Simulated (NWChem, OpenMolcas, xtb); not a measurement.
# A ladder of methods for C2H2F4 (norflurane)

The species is C2H2F4 (8 atoms), meant as a singlet with charge 0. SMILES: `FCC(F)(F)F`. The coordinates come from a PBE0-D4/def2-TZVP relaxation.

Quantity: the dipole moment, in D. The values are calculated.

| level | kind | program | value (D) | CPU time |
| --- | --- | --- | --- | --- |
| GFN2-xTB | semi-empirical | xtb | 2.70 | under 2 s |
| HF/cc-pVDZ | Hartree–Fock | OpenMolcas | 2.27 | 8.8 s |
| SVWN5/cc-pVDZ | LDA | OpenMolcas | 1.70 | 27 s |
| PBE/cc-pVDZ | GGA | OpenMolcas | 1.64 | 41 s |
| TPSS/cc-pVDZ | meta-GGA | OpenMolcas | 1.72 | 63 s |
| r2SCAN/cc-pVDZ | meta-GGA | OpenMolcas | 1.80 | 53 s |
| M06-2X/cc-pVDZ | hybrid meta-GGA | OpenMolcas | 1.95 | 50 s |
| CAM-B3LYP/cc-pVDZ | range-separated hybrid | NWChem | 1.87 | 82 s |

The values span 1.64 to 2.70 D. Times are those of the runs behind each value, whatever else they computed, on shared processors of several kinds: orders of magnitude only.
